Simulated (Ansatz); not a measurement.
Two shapes of singlet CH₃(+).

Shape 1:

```xyz
4

C     0.0336   -0.0010    0.0370
H     1.1130   -0.0120    0.0477
H    -0.5226    0.9853   -0.0280
H    -0.5979   -0.9391    0.0102
```

Shape 2:

```xyz
4

C     0.0000    0.0000    0.0000
H     1.0157    0.0000    0.0000
H    -0.5079    0.8797    0.0000
H    -0.5079   -0.8797    0.0000
```

Basis set: cc-pVTZ (spherical functions). Frozen core: 1 orbital. Charge 1, multiplicity 1.

Computed with Ansatz (development build ahead of 0.2.0); each method stands on the lowest determinant of its kind that the runs found.

(1) Which shape is lower in energy, and by how much in each method?

Results:

(1)

```tsv
method	E(2) − E(1) (eV)
RHF	0.148
RHF-MP2	0.218
```

Shape 1 is lower.
